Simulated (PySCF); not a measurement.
Below is a simulated gas-phase C 1s photoelectron spectrum of `C=C[C@@H]1C[C@H]1[O-]`.

Every computed line was given a Gaussian of 0.5 eV full width at half maximum and an area set by the number of equivalent atoms; the highest printed point is 100. Computed with PySCF, delta-SCF UKS SCAN, pcX-2 on the ionised atom, pcseg-1 elsewhere, spin-free X2C.

(binding energy (eV), intensity): (283.7, 0), (283.8, 1), (283.9, 3), (284.0, 7), (284.1, 17), (284.2, 32), (284.3, 49), (284.4, 62), (284.5, 69), (284.6, 71), (284.7, 73), (284.8, 77), (284.9, 82), (285.0, 86), (285.1, 92), (285.2, 98), (285.3, 100), (285.4, 94), (285.5, 78), (285.6, 57), (285.7, 37), (285.8, 25), (285.9, 25), (286.0, 35), (286.1, 49), (286.2, 57), (286.3, 53), (286.4, 40), (286.5, 24), (286.6, 12), (286.7, 4), (286.8, 1), (286.9, 0)

Question: How many maxima does the curve show, and how many computed lines lie under it?

Answer: The curve has 2 maxima (at 285.3 and 286.2 eV). Under it lie 5 lines from 5 inequivalent carbon sites. At this width some lines have no maximum of their own.

Question: Decompose the envelope and assign each component. Numbering: `[CH2:1]=[CH:2][C@@H:3]1[CH2:4][C@H:5]1[O-:6]`.

Answer: 
```tsv
position (eV)	relative area	line	atoms	environment
284.43	1	C 1s	C1	terminal =CH2 carbon
284.85	1	C 1s	C3	allylic carbon
285.21	1	C 1s	C4	three-membered-ring carbon
285.46	1	C 1s	C2	alkene CH carbon
286.22	1	C 1s	C5	sp3 carbon bound to oxygen
```

The listed C 1s values span 1.79 eV, from C1 (bonded to C (double bond) and 2 H) to C5 (bonded to O, 2 C and H).

No satellites, vibrations or lifetime broadening are included. The species carries charge -1, so core ionisation leaves a neutral species. The basis sets have no added diffuse functions. Isolated species at its GFN2-xTB geometry (one conformer only).

Shape of the structure used: `[CH2:1]=[CH:2][C@@H:3]1[CH2:4][C@H:5]1[O-:6]`: C1–C2–C3–C4 -163°.
